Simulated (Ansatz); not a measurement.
The input, for Ansatz 0.2.0:

```yaml
crystal:
  periodic: [false, false, false]
  atoms:
    - {symbol: B, position_ang: [0.000000, 0.000000, 1.199314]}
    - {symbol: P, position_ang: [0.000000, 0.000000, -0.536099]}
    - {symbol: H, position_ang: [0.000000, 1.039861, 1.805269]}
    - {symbol: H, position_ang: [0.000000, -1.039862, 1.805269]}
basis:
  gaussian: {orbitals: 6-31G}
magnetization: {spin_polarized: false, initial_magnetization: 2}
correlation: {method: ccsdt_q, electrons: outside_noble_gas}
```

```sh
$ ansatz run in.yaml --threads 1 --pin off --events-out ev --progress --plain --max-ram 2816MiB --backend cpu
```

Output:

```
558 factors; integrals over basis functions are off by at most 8.1e-8 eV
mean field evaluation 1: about -9971.2753 eV, gradient 9.4e0 eV
mean field evaluation 2: about -9971.2752 eV, gradient 9.4e0 eV
mean field evaluation 4: about -9972.0378 eV, gradient 5.2e-1 eV
mean field evaluation 8: about -9972.0413 eV, gradient 7.7e-4 eV
mean field evaluation 16: about -9971.2020 eV, gradient 3.5e0 eV
mean field evaluation 32: about -9970.4781 eV, gradient 4.8e-4 eV
mean field evaluation 64: about -9970.4776 eV, gradient 6.1e-2 eV
mean field -9972.04134393 eV, -366.4657600971 hartree, gradient 2.1e-6 eV, S^2 2.000000; 4 other end points of the search recorded, 0 dependent functions left out
determinant -9972.04134393 eV, -366.4657600971 hartree, with singles and doubles -9974.83410084 eV, -366.5683920203 hartree
determinant -9970.47807919 eV, -366.4083111774 hartree, with singles and doubles -9973.73149948 eV, -366.5278721680 hartree
determinant -9968.91736658 eV, -366.3509560469 hartree, with singles and doubles -9971.76843109 eV, -366.4557307352 hartree
6 core orbitals not correlated: weight in the atoms' cores, before any rotation towards them, 1.000 or more for the frozen orbitals, at most 0.000 for the correlated occupied ones
reference -9972.04134393 eV, -366.4657600971 hartree; 6, 4 occupied and 14, 16 virtual orbitals, 558 factors
second order -2.14527335 eV of doubles, -0.04732917 eV of singles
cycle   1  -2.60032032 eV  change   -4.1e-1 eV  update   6.0e-2
cycle   2  -2.82658795 eV  change   -2.3e-1 eV  update   2.5e-2
cycle   3  -2.86087321 eV  change   -3.4e-2 eV  update   1.1e-2
cycle   4  -2.86550672 eV  change   -4.6e-3 eV  update   6.0e-3
cycle   5  -2.86389453 eV  change    1.6e-3 eV  update   1.9e-3
cycle   6  -2.86360808 eV  change    2.9e-4 eV  update   7.8e-4
cycle   7  -2.86382823 eV  change   -2.2e-4 eV  update   3.3e-4
cycle   8  -2.86391760 eV  change   -8.9e-5 eV  update   1.2e-4
cycle   9  -2.86391485 eV  change    2.7e-6 eV  update   4.6e-5
cycle  10  -2.86391004 eV  change    4.8e-6 eV  update   1.5e-5
cycle  11  -2.86391732 eV  change   -7.3e-6 eV  update   7.1e-6
cycle  12  -2.86391749 eV  change   -1.7e-7 eV  update   3.3e-6
cycle  13  -2.86391832 eV  change   -8.3e-7 eV  update   1.5e-6
cycle  14  -2.86391725 eV  change    1.1e-6 eV  update   6.5e-7
cycle  15  -2.86391680 eV  change    4.4e-7 eV  update   2.5e-7
perturbative correction -0.00088446 eV, -0.0000325034 hartree
Total energy: -9974.90614520 eV, -366.5710396017 hartree
```

For the same geometry and basis full CI lies 0.4 meV lower.

Ran on 1 thread of AMD EPYC 7R13, shared host: 3.6 s wall, 0.19 GiB peak host memory.
